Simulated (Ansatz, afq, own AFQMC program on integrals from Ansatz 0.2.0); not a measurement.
Integrals from Ansatz 0.2.0, then the random walk in our own AFQMC program (afq).

```yaml
crystal:
  periodic: [false, false, false]
  atoms:
    - {symbol: Ga, position_ang: [0.000000, 0.000000, 0.000000]}
basis:
  gaussian: {orbitals: cc-pVQZ}
magnetization: {spin_polarized: true, initial_magnetization: 1}
correlation: {method: ccsd_t, electrons: outside_noble_gas, hamiltonian_folder: ham}
```

```sh
$ ansatz run in.yaml --threads 1 --pin off --events-out ev --progress --plain --max-ram 16896MiB --backend cuda --devices 0, --max-vram 18GiB
```

Options of the walk:

```
--method phaseless --trial hf --walkers 4000 --populations 20 --least-time 40 --time-step 0.005 --steps-per-block 20 --equilibration-blocks 112 --max-blocks 4000 --target-error 0.00033 --factor-cut 1e-05 --start spin_pure --seed 2082 --taylor-order 6
```

Times are imaginary, in 1/Eh. The walk had a cap of 66 s. With eight or more populations the least sampling time is a fifth of least-time, and the error comes from their spread. Filled inner d shells are frozen with the cores.

Output of the walk:

```
orbitals 54  electrons 2 1  factors 406 of 437
reference energy -1923.26422142 Eh
CCSD correlation -0.04824640 Eh in 9 cycles, weight of the determinant in the CISD state 0.9439
energy of the start -1923.264304 Eh
 block  time / (1/Eh)  mean weight  energy / Eh
     1     0.100  1.0001  -1923.270023
     2     0.200  1.0002  -1923.274707
     3     0.300  1.0002  -1923.278397
     4     0.400  1.0002  -1923.281646
     5     0.500  1.0001  -1923.284430
    10     1.000  1.0001  -1923.294675
    31     3.100  0.9999  -1923.308770
    37     3.700  0.9999  -1923.311042
    67     6.700  1.0000  -1923.310389
    97     9.700  1.0001  -1923.313946
   127    12.700  0.9996  -1923.313005
   157    15.700  1.0000  -1923.310772
   187    18.700  1.0001  -1923.310995
   217    21.700  0.9998  -1923.310345
   247    24.700  1.0001  -1923.312249
   271    27.100  1.0000  -1923.310447
error from the spread of 20 populations
energy -1923.311248 +/- 0.000328 Eh
(rows thinned)
```

The run passed its tests (sampling time, drift between the halves within three errors, error under three times the target), which doesn't prove that it has relaxed.

Against this walk (error 8.9 meV) on the same determinant: CCSD(T) 60.0 meV lower, full CI 68.3 meV lower, a separate phaseless walk with a CISD trial and standard settings 64.4 ± 8.9 meV lower. The error is statistical and leaves out the bias of the constraint. Full CI is exact here, so the walk's 68 meV above it is the walk's own error: the bias of the constraint with this trial. It lies above even CCSD, by 33 meV.

Cautions: constraint bias not in the error; no relativity below Rb; no spin-orbit coupling; inner d shell frozen.

The walk took 27 s on 1 × NVIDIA H100 80GB HBM3 with 2 threads of AMD EPYC 7R13 Processor (Zen 3), with other jobs on the host (the card was shared). The log's last line is the phaseless energy.

A walk keeps the symmetry of its determinant, which the program's search chose and which needn't be the lowest solution, so a lower state of the same spin and another symmetry isn't excluded.
